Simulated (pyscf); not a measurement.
# Atom transfer: `[F][SiH3]` + `[F][CH][SiH3]` [doublet] -> `[SiH3]` [doublet] + `[F][CH]([F])[SiH3]`

Gas phase, doublet surface, charge 0. Bonds broken: Si1–F9. Bonds formed: F9–C10. Structures and frequencies: ωB97X-D3(BJ)/def2-SVP in PySCF.

Transition state (Å):

```xyz
12

Si     1.9882    -0.2330     0.9197
Si    -1.6835     1.9367    -1.0142
H      3.2208     0.4130     1.4839
H      2.3157    -0.8357    -0.4020
H      1.5321    -1.2948     1.8601
H     -3.0579     1.9738    -1.5954
H     -1.4993     3.0772    -0.0786
H     -0.6781     1.9541    -2.1075
F      0.1773     0.5220     0.4674
C     -1.4354     0.3478    -0.0170
F     -1.4324    -0.7849    -0.7271
H     -1.9077     0.1997     0.9634
```

One imaginary mode, 1083i cm⁻¹; descent along it reached the two sides named.

```json
[
 {"bond": "Si1–F9", "change": "breaks", "reactant side (Å)": "1.637", "saddle": "2.014", "product side": "3.1"},
 {"bond": "F9–C10", "change": "forms", "reactant side (Å)": "3.2", "saddle": "1.693", "product side": "1.372"}
]
```

Electronic energies relative to the separated reactants (kcal/mol):

| level | barrier | reaction energy | reverse barrier |
|---|---|---|---|
| ωB97X-D3(BJ)/def2-TZVP | 64.7 | +39.8 | 24.8 |
| PBE/def2-TZVP | 47.8 | +34.8 | 13.0 |
| r²SCAN/def2-TZVP | 54.4 | +38.5 | 15.9 |
| B3LYP-D3(BJ)/def2-TZVP | 56.4 | +39.6 | 16.8 |
| PBE0-D3(BJ)/def2-TZVP | 56.4 | +36.3 | 20.0 |
| M06-2X/def2-TZVP | 62.1 | +38.1 | 24.1 |
| ωB97M-D3(BJ)/def2-TZVP | 62.1 | +39.9 | 22.2 |
| HF/def2-TZVP | 89.8 | +44.4 | 45.4 |

With ωB97M-D3(BJ)/def2-TZVP energies and thermal terms (ideal gas, 1 atm, RRHO with modes under 100 cm⁻¹ raised to 100, one conformer, R ln 2 for chiral ones without a mode under 150 cm⁻¹), in kcal/mol:

| T (K) | ΔH‡ | ΔG‡ | ΔH | ΔG |
|---|---|---|---|---|
| 298 | 61.9 | 72.2 | +40.0 | +40.9 |
| 600 | 62.7 | 82.3 | +40.0 | +41.8 |
| 900 | 63.4 | 92.0 | +39.9 | +42.8 |
| 1200 | 64.1 | 101.4 | +39.9 | +43.7 |

One saddle was located; it need not be the lowest between these sides. The angle at the transferred F is 152°.
